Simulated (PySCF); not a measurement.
acrylic acid, C₃H₄O₂, SMILES C=CC(=O)O, point group Cs.

Force field and properties: OLYP/6-31G* (PySCF, grid level 2). Vibrational terms come from second-order perturbation theory with semi-diagonal cubic constants, by steps of ±0.6 along the normal coordinates of each isotopologue. The parent has the commonest isotopes.

Equilibrium geometry (Å):

| atom | x | y | z |
| --- | --- | --- | --- |
| C1 | -1.5119 | 0.3102 | 0.3963 |
| C2 | -0.4422 | 0.2333 | -0.4119 |
| C3 | 0.8702 | -0.2609 | 0.0858 |
| O4 | 1.1216 | -0.6353 | 1.2211 |
| O5 | 1.8041 | -0.2485 | -0.9137 |
| H6 | -1.4428 | 0.0105 | 1.4421 |
| H7 | -2.4745 | 0.6717 | 0.0349 |
| H8 | -0.4928 | 0.5287 | -1.4600 |
| H9 | 2.6227 | -0.5857 | -0.4953 |

**Question.** Give the equilibrium and ground-state rotational constants (MHz) of parent; ¹³C at 3.

**Answer.** 
```csv
species,Ae,Be,Ce,A0,B0,C0,Δ0 (u Å²),harmonic ZPE (cm⁻¹)
parent,10847,4185.8,3020.3,10766,4158.7,2999.7,0.007,14556
¹³C at 3,10846,4179.3,3016.8,10765,4152.5,2996.5,0.007,14501
```

Δ0 = Ic − Ia − Ib from the ground-state constants.

**Question.** How is the parent's vibrational correction B0 − Be made up?

**Answer.** 
```json
{"axis": "a", "harmonic": "20.3", "Coriolis": "-26.2", "cubic": "-75.3", "total (MHz)": "-81.2"}
{"axis": "b", "harmonic": "5.77", "Coriolis": "-3.9", "cubic": "-29", "total (MHz)": "-27.1"}
{"axis": "c", "harmonic": "1.36", "Coriolis": "-0.972", "cubic": "-20.9", "total (MHz)": "-20.5"}
```

**Question.** And its quartic centrifugal distortion constants from the harmonic force field?

**Answer.** Asymmetric top, A reduction, Ir representation: ΔJ = 0.787 kHz, ΔJK = 4.41 kHz, ΔK = 4.81 kHz, δJ = 0.222 kHz, δK = 3.63 kHz.

A mode lies under 250 cm⁻¹, where this perturbation treatment is rough. Internal rotors are held in one well.
